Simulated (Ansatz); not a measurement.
# AlH4+ (singlet): wave-function methods side by side, cc-pVDZ

An exercise on one series of results from a longer session: the logs are not shown, and one member is left open.

Method: cc-pVDZ, core rule «outside noble gas», up to 5 orbitals frozen; program: Ansatz 0.2.0, Gaussian basis.

Plan: UHF; CCSD(T) on RHF; BCCD(T) on RHF; CISD; CCSDT(Q) on RHF; Full CI.

12 further runs of the same task are left out: 5 for a known fault of the program, 1 that didn't finish, 6 set aside as unsound or not needed.

**What is computed**

The geometry is a PBE0/def2-TZVP stationary point (not a proven minimum).

5 atoms, charge 1, spin multiplicity 1.

Atoms are counted from 1 here; the program's logs count them from 0.

Bond lengths: Al1–H4 1.552 Å, Al1–H5 1.552 Å, H2–H3 0.770 Å. Angles: H4–Al1–H5 164.0°.

The first run:

The input, in.yaml:

```yaml
crystal:
  periodic: [false, false, false]
  atoms:
    - {symbol: Al, position_ang: [0.000000, 0.000000, -0.118619]}
    - {symbol: H, position_ang: [0.000000, -0.384792, 1.922431]}
    - {symbol: H, position_ang: [0.000000, 0.384794, 1.922430]}
    - {symbol: H, position_ang: [0.000000, 1.536935, -0.334772]}
    - {symbol: H, position_ang: [0.000000, -1.536935, -0.334770]}
basis:
  gaussian: {orbitals: cc-pVDZ}
total_charge: 1
magnetization: {spin_polarized: true, initial_magnetization: 0}
hamiltonian: {xc: hf}
output: {orbitals: {seedname: orbitals}}
```

On the command line:

```bash
> ansatz run in.yaml --threads 1 --pin off --events-out ev --progress --plain --max-ram 2176MiB
```

Steps of the session up to this table: UHF; CCSD(T) on RHF; BCCD(T) on RHF; CISD; CCSDT(Q) on RHF; Full CI.

One table of the session follows, with a row left open; its other results are not shown here.

```
   method  from FCI (kJ/mol)
      RHF             +279.1
     RMP2              +69.9
     CISD              +13.1
    RCCSD                  ?
 RCCSD(T)               +0.9
  BCCD(T)               +0.9
   RCCSDT               +0.1
RCCSDT(Q)                0.0
      FCI                  0
```

Estimate the missing values for RCCSD.

**Answer.** from FCI (kJ/mol): +3.2. In the column «from FCI (kJ/mol)» it lies between BCCD(T) (+0.9) and CISD (+13.1).
